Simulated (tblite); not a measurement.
Species: C₃H₅ClO (charge +1 and doublet state).
Structure used (GFN2-xTB), in Å, numbered top down from 1:
```xyz
10
C3H5ClO angstrom
O     -0.7658    1.7656    0.1042
C     -1.1859    0.6554    0.0821
C     -0.3408   -0.5620   -0.1670
C      1.1140   -0.2364    0.1499
Cl     1.5467    1.3748   -0.4750
H     -2.2640    0.4386    0.2146
H     -0.4914   -0.8051   -1.2268
H     -0.6834   -1.4207    0.4144
H      1.3079   -0.2454    1.2250
H      1.7715   -0.9602   -0.3440
```

Structure optimised with GFN2-xTB, isolated species. This method treats the open shell by occupation alone, without spin polarisation.

Masses are those of the commonest isotopes; rigid-rotor values at the optimised geometry. The values belong to one conformer with, in the numbering `[O+:1]=[CH:2][CH2:3][CH2:4][Cl:5]`, O1–C2–C3–C4 22°, C2–C3–C4–Cl5 -42°.

Question: Give the principal moments of inertia and the rotational constants in GHz.

Answer: Ia = 77.31, Ib = 135.40, Ic = 199.76 u·Å²; 505379 MHz·u·Å²/I gives 6537, 3733 and 2530 MHz, that is A = 6.5373, B = 3.7325, C = 2.5299 GHz.

Question: Classify the top.

Answer: An asymmetric top; Ray's κ = -0.400.

Question: What does the inertial defect say?

Answer: Not planar: Δ = Ic − Ia − Ib = -12.94 u·Å². For a rigid frame Δ = −2 Σ m c², so Σ m c² = 6.47 u·Å² lies off the ab plane: 3.84 from hydrogen and 2.63 from heavier atoms. The atom farthest from that plane is 1.42 Å away.

Question: Estimate the classical rotational partition function at 25 K, 298.15 K and 500 K.

Answer: Point group C1, symmetry number σ = 1; q = (√π/σ)·√((kT/h)³/(ABC)), k/h = 20836.6 MHz/K: 2680 at 25 K, 110000 at 298.15 K, 240000 at 500 K.

For this open shell read J as N, the rotation without spin; fine and hyperfine splittings come on top. Its GFN2-xTB frequencies are all real (lowest 156 cm⁻¹). No vibrational averaging or centrifugal distortion is included, and the geometry carries the error of its method.

The numbers are calculated, not measured.
